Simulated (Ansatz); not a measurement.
Input file:

```yaml
crystal:
  periodic: [false, false, false]
  atoms:
    - {symbol: B, position_ang: [0.000000, 0.000000, 0.832709]}
    - {symbol: B, position_ang: [0.000000, 0.000000, -1.116577]}
    - {symbol: H, position_ang: [0.000000, 1.132527, 1.522361]}
    - {symbol: H, position_ang: [0.000000, -1.132527, 1.522361]}
basis:
  gaussian: {orbitals: 6-31G}
magnetization: {spin_polarized: true, initial_magnetization: 0}
hamiltonian: {xc: {name: wB97M-V}}
output: {orbitals: {seedname: orbitals}}
```

```sh
$ ansatz run in.yaml --threads 1 --pin off --events-out ev --progress --plain --max-ram 2393MiB
```

Output:

```
  # Of w^i u^j: cxij and so on, Table III.
  gx(w, u) = 1 - cx + cx01*u + cx10*w
  gss(w, u) = css00 + css04*u^4 + css10*w + css20*w^2 + css43*w^4*u^3
  gos(w, u) = cos00 + cos10*w + (cos20 + cos21*u)*w^2 + (cos60 + cos61*u)*w^6
      + integral(e_c_pw_mod_opposite_spin*gos(b97_w_opposite, b97_u_opposite)) + vv10(b, c)
316 factors; integrals over basis functions are off by at most 3.1e-4 eV
104 factors; integrals over basis functions are off by at most 7.7e-6 eV
mean field evaluation 1: about -1377.4393 eV, gradient 4.8e0 eV
mean field evaluation 2: about -1377.7080 eV, gradient 1.5e0 eV
mean field evaluation 4: about -1377.7359 eV, gradient 9.1e-2 eV
mean field evaluation 8: about -1377.7234 eV, gradient 2.6e-3 eV
mean field evaluation 16: about -1377.7279 eV, gradient 2.5e-3 eV
mean field evaluation 32: about -1377.7234 eV, gradient 2.1e-6 eV
mean field -1377.72790819 eV, -50.6305667684 hartree, gradient 8.0e-6 eV, S^2 0.153664; 6 other end points of the search recorded, 0 dependent functions left out
reference -1377.72793454 eV, -50.6305677369 hartree; 6, 6 occupied and 16, 16 virtual orbitals, 316 factors
Total energy: -1377.72793454 eV, -50.6305677369 hartree
```

Ran on 1 thread of Intel Xeon Platinum 8488C, shared host: 3.1 s wall, 0.15 GiB peak host memory.
